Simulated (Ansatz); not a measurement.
## How far each method lies from RCCSDT(Q) for Ge$_{2}$PH, singlet

Geometry: displaced at random from a stationary point.

```xyz
4

Ge   -0.0189   -0.3200    1.2560
P    -0.0197    1.5456   -0.0798
Ge    0.0283   -0.3347   -1.1846
H    -0.0745   -0.3194   -2.6934
```

Basis cc-pVDZ; Ansatz 0.2.0. Only valence electrons are correlated (noble-gas cores and the filled d shells of p-block atoms frozen), which leaves 14 electrons in 44 orbitals. Prefix R: restricted or restricted open-shell reference. Active spaces: frontier = (8e, 8o) about the gap. No spin–orbit coupling is included, and no scalar relativity.

Full CI isn't at hand for all of this; RCCSDT(Q) serves as the reference, and is uncertain by about the last step of the cluster series.

- UHF ⟨S²⟩: 0.000
- T1 diagnostic (RCCSD): 0.0183
- largest doubles amplitude (RCCSD): 0.076

| level | E − E(RCCSDT(Q)) (kJ/mol) | share of correlation (%) | wall time |
| --- | --- | --- | --- |
| RHF | 849.4 | 0.00 | – |
| RMP2 | 128.5 | 84.88 | – |
| CISD | 153.5 | 81.93 | 6 s |
| RCCSD | 52.5 | 93.82 | – |
| RCCSD(T) | 7.3 | 99.14 | 13 s |
| BCCD(T) | 6.9 | 99.19 | 6.5 s |
| RCCSDT | 4.8 | 99.44 | – |
| CASSCF (frontier space) | 665.6 | 21.64 | – |
| NEVPT2 (frontier space) | 119.4 | 85.95 | 49 s |
| MRCISD (frontier space) | 89.6 | 89.46 | – |
| MRCISD+Q (frontier space) | 12.4 | 98.54 | 59 s |

The correlation energy at RCCSDT(Q), counted from RHF, is -8.804 eV. That run took 71 s on 1 thread of Arm Neoverse N1, shared host.

Times hold each run's SCF and search for its determinant on a shared host, so for small cases they say little of a method's own cost; they ran on 1 thread of Arm Neoverse N1.
